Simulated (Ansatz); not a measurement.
Input file for Ansatz (a quantum-chemistry and plane-wave program): R-B3LYP/def2-TZVPP on ozone (SMILES O=[O+][O-]), atoms moved off the minimum.

Ansatz 0.2 input:
```yaml
crystal:
  periodic: [false, false, false]
  atoms:
    - {symbol: O, position_ang: [0.93255119, -0.21021642, -0.07472335]}
    - {symbol: O, position_ang: [0.12430288, 0.42803771, -0.17597683]}
    - {symbol: O, position_ang: [-0.98924048, -0.29252637, 0.07818388]}
basis:
  gaussian:
    orbitals: def2-TZVPP
hamiltonian:
  xc: {name: B3LYP}
scf: {lower_state_search: off}
output: {forces: true}
```

Give the final energy of this run.

-225.4254 hartree.
